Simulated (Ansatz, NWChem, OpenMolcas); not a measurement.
**How methods differ on C2H2F4 (norflurane)**

The species is C2H2F4 (8 atoms), meant as a singlet with charge 0. As SMILES, `FCC(F)(F)F`. The shape is that of a PBE0-D4/def2-TZVP optimisation.

```xyz
8

F    -0.2246   -1.5065    0.9152
C    -0.2112   -0.7378   -0.2117
C     0.2112    0.6743    0.1355
F     1.4344    0.7113    0.6624
F     0.2171    1.4118   -0.9821
F    -0.6246    1.2436    1.0029
H     0.5020   -1.1486   -0.9301
H    -1.2123   -0.7051   -0.6479
```

Each level gives the vertical energy of the triplet above the singlet (eV). The values are calculated.

```
          level                    kind     program  value (eV)  CPU time (all runs)
     HF/cc-pVDZ            Hartree–Fock      Ansatz       10.44                 24 s
   BLYP/cc-pVDZ                     GGA      NWChem        8.81              3.5 min
 revPBE/cc-pVDZ                     GGA      NWChem        8.79              3.2 min
  BHLYP/cc-pVDZ           global hybrid  OpenMolcas       10.21                2 min
 M06-2X/cc-pVDZ         hybrid meta-GGA  OpenMolcas       10.02              2.5 min
   PBE0/cc-pVDZ           global hybrid      Ansatz        9.51                 46 s
wB97M-V/cc-pVDZ  range-separated hybrid      Ansatz        9.82              7.2 min
 B2PLYP/cc-pVDZ           double hybrid      NWChem        9.90                 55 s
```

The values span 8.79 to 10.44 eV. A triplet this far above the singlet is often a Rydberg-like or dissociative state; sets without diffuse functions put Rydberg states too high. PBE0/cc-pVDZ lies far from functionals of the same kind, perhaps in another electronic state. The upper state's dipole differs much between rows, so they may not all be the same state. CPU times are rough (shared hosts, several kinds of processor and program).
